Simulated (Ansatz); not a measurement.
Task: a ladder of methods at one geometry of C3H6FN, SMILES FC1CNC1, with the Python package of Ansatz (0.2.0). Give the script and its output. Level of theory (for the species named): LDA, cc-pVDZ basis, multiplicity 1. The script varies functional: lda, r2scan, lc_wpbe, r2scan0.

Input file `c3h6fn.xyz`:
```text
11

F    -0.10410    1.96020   -0.70810
C     0.01670    0.95620    0.19560
C     1.02980   -0.15560   -0.14700
N    -0.07920   -0.96080   -0.69770
C    -1.03180   -0.17230    0.11000
H     0.13950    1.35990    1.20710
H     1.51070   -0.60650    0.72880
H     1.79820    0.11710   -0.87530
H    -0.04440   -1.95590   -0.48270
H    -1.95970    0.08680   -0.40670
H    -1.27560   -0.62900    1.07620
```

`c3h6fn_methods.py`:
```python
from pathlib import Path

import ansatz as az
import numpy as np

BASIS = "cc-pVDZ"

molecule = az.Crystal.molecule_from_extxyz("c3h6fn.xyz")

base = molecule.calculation().basis(gaussian=BASIS)

print("functional    E (Ha)        dipole (D)   HOMO (eV)  LUMO (eV)")
for name in ["lda", "r2scan", "lc_wpbe", "r2scan0"]:
    summary = base.functional(name).forces().orbitals().run(threads=1, pin="off", runs_dir="runs").report
    lines = Path(summary["orbitals_path"]).read_text().splitlines()
    field_of = lambda key: [line.split("=")[1].strip() for line in lines if line.startswith(key)]
    orbitals = [(27.211386 * float(e), s, float(n)) for e, s, n in zip(field_of("Ene="), field_of("Spin="), field_of("Occup="))]
    homo = max(e for e, _, n in orbitals if n > 0.5)
    lumo = min(e for e, _, n in orbitals if n < 0.5)
    dipole = 4.803205 * np.linalg.norm(summary["charge_distribution"]["dipole_moment_e_ang"])
    print(f"{name:10s} {summary['free_energy_ev'] / 27.211386246:14.6f} {dipole:9.3f} {homo:11.3f} {lumo:10.3f}")
```

```console
$ python c3h6fn_methods.py
functional    E (Ha)        dipole (D)   HOMO (eV)  LUMO (eV)
lda           -270.287987     2.404      -5.027      0.482
r2scan        -272.337289     2.483      -5.326      1.228
lc_wpbe       -272.324427     2.625      -9.353      3.858
r2scan0       -272.309656     2.643      -6.766      1.936
```

What to keep in mind:
- The settings weren't tested for convergence.
- The geometry is a force-field or estimated start, not a minimum of this method, and the basis set is short of its limit. A lower total doesn't mark the better method: functionals have no common bound, and MP2 and coupled cluster aren't variational.
- Levels such as HOMO and LUMO are orbital energies: with these approximate functionals they aren't the ionisation energy and electron affinity, and their gap isn't the fundamental gap.
- Wall time of the script: 14 s on 1 thread of Intel(R) Xeon(R) Platinum 8488C (Sapphire Rapids) (shared host), peak memory 0.28 GiB.

(Lines on the test bed's own set-up are left out of the output.)
